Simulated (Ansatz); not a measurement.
Input for Ansatz (development build ahead of 0.2.0):

```yaml
crystal:
  periodic: [false, false, false]
  atoms:
    - { symbol: C, position_ang: [0.0, 0.0, 0.0] }
    - { symbol: H, position_ang: [1.63408, 0.0, 0.94344] }
    - { symbol: H, position_ang: [-0.95841, 0.0, 0.55334] }
basis:
  gaussian: { orbitals: "6-31G" }
hamiltonian:
  xc: hf
correlation:
  method: fci
  frozen_orbitals: { C: 1, H: 0 }
```

The input is written out in the form of the current development build from the run's settings.

Output:

```yaml
Converged: yes
Total_energy: -38.85406 hartree
State: lowest singlet root, of any spatial symmetry
```

Caution: another spin multiplicity may lie lower.
